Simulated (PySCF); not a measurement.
Compound: C3H8N (doublet state).
Structure used (GFN2-xTB), in Å, numbered top down from 1:
```xyz
12
C3H8N angstrom
C      1.5674    0.3688    0.3479
C      0.7073   -0.4684   -0.5131
N     -0.6070   -0.7841    0.0157
C     -1.5136    0.3465    0.0098
H      2.5198    0.7059   -0.0115
H      1.3398    0.4927    1.3894
H      0.5706    0.0025   -1.4969
H      1.2094   -1.4332   -0.7138
H     -0.5073   -1.1345    0.9647
H     -1.6884    0.6438   -1.0248
H     -1.1348    1.2200    0.5598
H     -2.4619    0.0394    0.4469
```

The hyperfine couplings belong to this conformer and change with its torsions.

The species is `[CH2]CNC` [radical].

Method: UKS B3LYP, pcH-1 on C H N, non-relativistic, mean-field spin-orbit, GIAO in PySCF 2.14.0. Isolated species at its GFN2-xTB geometry (one conformer only). The geometry wasn't refined by DFT: couplings that depend on bond lengths, twists or pyramidal angles can differ widely from those at the functional's own minimum. No stability test was run, so a lower SCF solution isn't excluded.

(1) The isotropic 13C couplings are +94.2, -34.3, -1.1 MHz. Assign them to C1; C2; C4.

(2) The isotropic 1H couplings, averaged over equivalent nuclei, are +120.2, -61.6, -1.5, +1.5 MHz. Assign them to H5/H6; H7/H8; H9; H10/H11/H12.

## Answers

(1) 
```
site  a_iso (MHz)  ρ(0) (bohr⁻³)                 position  distance from C1 (Å)  spin population  largest |T| (MHz)
  C1        +94.2        +0.0838  largest spin population                  0.00            +1.07              161.8
  C2        -34.3        -0.0305           1 bond from C1                  1.48            -0.08                2.9
  C4         -1.1        -0.0010          3 bonds from C1                  3.10            +0.01                1.3
```

(2) 
| site | a_iso (MHz) | ρ(0) (bohr⁻³) | position | distance from C1 (Å) | bound to | spin population there | largest \|T\| (MHz) |
| --- | --- | --- | --- | --- | --- | --- | --- |
| H5/H6 | -61.6 | -0.0138 | α, 1 bond from C1 | 1.07 | C1 | +1.07 | 39.4 |
| H7/H8 | +120.2 | +0.0269 | β, 2 bonds from C1 | 2.13 | C2 | -0.08 | 9.2 |
| H9 | -1.5 | -0.0003 | γ, 3 bonds from C1 | 2.64 | N3 | 0.00 | 6.3 |
| H10/H11/H12 | +1.5 | +0.0003 | 4 bonds from C1 | 3.48 | C4 | +0.01 | 4.1 |

ρ(0) is the spin density at the nucleus and T the dipolar tensor; entries for several nuclei are means. Largest spin populations (Mulliken): C1 (+1.07), C2 (-0.08) and H8 (+0.06). No atom but C1 exceeds +0.15. The positive populations add up to 1.17 and the negative ones to -0.17, together 2S = 1. The angles at C1 add up to 359.0°, so it is planar; its axial dipolar tensor and the negative couplings of its protons fit spin in a p orbital normal to that plane.

Class means assume fast exchange of nuclei equivalent by connectivity; if that motion is slow, each nucleus keeps its own coupling. The 1H value of +120.2 MHz is a mean of couplings from 85.2 to 155.3 MHz in this one geometry, not an average over conformers.

The run took 16 s wall (grids of density and orbitals included) on Arm Neoverse V2, one thread, no GPU, on a shared host, and the process peaked at 0.64 GiB of memory.
